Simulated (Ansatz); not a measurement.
Compare A (`C=CC(=C)C`) with its isomer B (`C1=CCCC1`).

Isolated molecules relaxed with PBE0-D4/def2-TZVP in Ansatz; ΔE leaves out vibrations. CCSD(T)/CBS is the MP2 limit (def2-TZVPP, def2-QZVPP) plus CCSD(T) − MP2 in def2-TZVPP, frozen cores. Functionals use def2-TZVPP. One conformer a species, not always the lowest.

A:

Z-matrix (Å, degrees):
```
C
C 1 1.496
H 1 1.094 2 111.0
H 1 1.090 2 111.0 3 -120.6
H 1 1.094 2 111.0 3 118.9
C 2 1.459 1 118.6 3 -59.4
C 2 1.336 1 121.8 3 120.6
C 6 1.332 2 125.6 1 -0.0
H 6 1.087 2 115.4 1 -180.0
H 7 1.084 2 121.7 1 0.0
H 7 1.084 2 121.2 1 -180.0
H 8 1.083 6 121.1 2 -180.0
H 8 1.084 6 122.1 2 0.0
```

B:

Z-matrix (Å, degrees):
```
C
C 1 1.501
C 1 1.538 2 102.9
H 1 1.094 2 113.1 3 -121.7
H 1 1.098 2 110.2 3 119.5
C 2 1.328 1 111.9 3 -13.4
H 2 1.084 1 123.0 3 169.2
C 3 1.538 1 105.5 2 20.8
H 3 1.091 1 112.9 2 144.7
H 3 1.093 1 109.0 2 -96.2
H 6 1.084 2 125.0 1 -177.3
H 8 1.098 3 111.9 1 97.5
H 8 1.094 3 112.5 1 -142.9
```

Task: Which is lower in electronic energy at CCSD(T)/CBS, and by how much? (An estimate is asked.)

Result: Ansatz gave: B, by 11.4 kcal/mol.

Task: Give E(B) − E(A) in kcal/mol with CCSD(T)/def2-TZVPP, BLYP-D4, MP2/def2-TZVPP, r2SCAN-D4, CCSD/def2-TZVPP, PBE0-D4, PBE-D4. (Best estimate.)

Result: The calculation gave: CCSD(T)/def2-TZVPP -11.6, BLYP-D4 -4.9, MP2/def2-TZVPP -13.4, r2SCAN-D4 -10.7, CCSD/def2-TZVPP -12.3, PBE0-D4 -14.4, PBE-D4 -11.3. None reverses the order clearly.

Task: Does the order hold for the free energy at 298.15 K (harmonic terms from PBE0-D4)? (An estimate is asked.)

Result: The calculation gave: Yes: G(B) − G(A) = -8.5 kcal/mol, for one conformer each.

Largest T1 diagnostic: 0.011.

At CCSD(T), def2-SVP lies −1.2 kcal/mol from the extrapolated value and def2-TZVPP −0.2 kcal/mol. In def2-TZVPP, CCSD(T) changes the Hartree–Fock value by −2.2 kcal/mol (the triples alone add +0.7 kcal/mol) and MP2 by −4.0 kcal/mol.
